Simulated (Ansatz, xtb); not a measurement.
# Relaxing a trial structure of C4H7O−

The starting geometry of this gas-phase singlet was built from a drawn formula by distance geometry and a force field; its bonds are those of `C=CCO[CH2-]`.

```yaml
atoms:
  - { symbol: C, position_ang: [0.8623, 2.3127, -0.4138] }
  - { symbol: C, position_ang: [1.0162, 1.2258, 0.2486] }
  - { symbol: C, position_ang: [-0.0815, 0.2986, 0.5663] }
  - { symbol: C, position_ang: [-0.6487, -1.9842, 0.3865] }
  - { symbol: O, position_ang: [0.3439, -1.0285, 0.1264] }
  - { symbol: H, position_ang: [-0.0628, 2.6578, -0.8555] }
  - { symbol: H, position_ang: [1.7649, 2.9688, -0.6763] }
  - { symbol: H, position_ang: [2.0421, 0.9655, 0.5874] }
  - { symbol: H, position_ang: [-0.1903, 0.2428, 1.6619] }
  - { symbol: H, position_ang: [-1.0456, 0.6112, 0.1570] }
  - { symbol: H, position_ang: [-1.5908, -1.6723, 0.8316] }
  - { symbol: H, position_ang: [-0.3459, -2.9536, 0.0114] }
```

Question: Predict what it relaxes into with r2SCAN-D4/def2-SVPD.

Answer: It keeps its bonds, and is `C=CCO[CH2-]`.

The energy falls by 1.07 eV over 16 steps:

```
step  E − E(last) (eV)
   1             1.073
   3             0.236
   4             0.094
   6             0.029
   8             0.005
   9             0.002
  11             0.001
  13             0.000
  14             0.000
  16             0.000
```

Final geometry (Å):

| atom | x (Å) | y (Å) | z (Å) |
| --- | --- | --- | --- |
| C | 0.8995 | 2.4563 | -0.3228 |
| C | 1.0462 | 1.1721 | 0.0571 |
| C | -0.0455 | 0.2457 | 0.4781 |
| C | -0.6694 | -1.9802 | 0.8108 |
| O | 0.3253 | -1.0555 | 0.2189 |
| H | -0.0934 | 2.9110 | -0.4119 |
| H | 1.7609 | 3.0886 | -0.5560 |
| H | 2.0520 | 0.7379 | 0.1304 |
| H | -0.2867 | 0.3443 | 1.5776 |
| H | -1.0027 | 0.5242 | -0.0399 |
| H | -1.6124 | -1.8204 | 0.2148 |
| H | -0.3101 | -2.9795 | 0.4744 |

From the same start GFN2-xTB ends elsewhere, at `C=CCC[O-]`.

No frequencies were run, so the end isn't proven a minimum. Run with Ansatz 0.2.0, 29 s on 4 threads of Arm Neoverse V1, with other jobs on the host.
